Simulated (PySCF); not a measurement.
Compound: C₅H₈O.
Atom-mapped SMILES: `[CH2:1]=[CH:2][C:3](=[O:4])[CH2:5][CH3:6]` (hydrogens: H7, H8 on C1; H9 on C2; H10, H11 on C5; H12, H13, H14 on C6)

Structure optimised with GFN2-xTB, isolated species.

Q: Give the optimised bond lengths and angles.

A: 
```json
{"bond": "C1=C2", "length (Å)": "1.327", "order": "double"}
{"bond": "C2–C3", "length (Å)": "1.483", "order": "single"}
{"bond": "C3=O4", "length (Å)": "1.209", "order": "double"}
{"bond": "C3–C5", "length (Å)": "1.515", "order": "single"}
{"bond": "C5–C6", "length (Å)": "1.522", "order": "single"}
{"bond": "C1–H7", "length (Å)": "1.078", "order": "single"}
{"bond": "C1–H8", "length (Å)": "1.077", "order": "single"}
{"bond": "C2–H9", "length (Å)": "1.081", "order": "single"}
{"bond": "C5–H10, C5–H11", "length (Å)": "1.094", "order": "single"}
{"bond": "C6–H12, C6–H13, C6–H14", "length (Å)": "1.087", "order": "single"}
```

Bonds in one row agree within 0.01 Å and their mean is given. Orders are formal, as drawn. A selection of angles:
```json
{"angle": "C2–C1–H7", "degrees": "119.8"}
{"angle": "C2–C1–H8", "degrees": "122.9"}
{"angle": "H7–C1–H8", "degrees": "117.3"}
{"angle": "C1–C2–C3", "degrees": "121.4"}
{"angle": "C1–C2–H9", "degrees": "121.8"}
{"angle": "C3–C2–H9", "degrees": "116.8"}
{"angle": "C2–C3–O4", "degrees": "122.7"}
{"angle": "C2–C3–C5", "degrees": "114.0"}
{"angle": "O4–C3–C5", "degrees": "123.2"}
{"angle": "C3–C5–C6", "degrees": "112.4"}
{"angle": "C3–C5–H10", "degrees": "107.7"}
{"angle": "C6–C5–H10", "degrees": "110.6"}
{"angle": "H10–C5–H11", "degrees": "107.2"}
{"angle": "C5–C6–H12", "degrees": "110.1"}
{"angle": "C5–C6–H14", "degrees": "110.7"}
{"angle": "H12–C6–H13", "degrees": "108.0"}
{"angle": "H12–C6–H14", "degrees": "109.0"}
```

Dihedral angles: C1–C2–C3–O4 4° (synperiplanar); C2–C3–C5–C6 -179° (antiperiplanar). The mirror-image conformer, all signs reversed, is as good.

The 4 C–C bonds span 1.327 Å (C1=C2, drawn double) to 1.522 Å (C5–C6, drawn single), a spread of 0.195 Å. Of the pairs four or more bonds apart, O4···H7 is among the closest relative to their van der Waals radii: 2.54 Å, 93 % of the sum of Bondi's values.

Point group: near Cs, missed by 0.19 Å at most; the miss may be what the optimiser left on a soft mode. Not checked by GFN2-xTB frequencies. The numbers are those of one conformer.

The numbers are calculated, not measured.
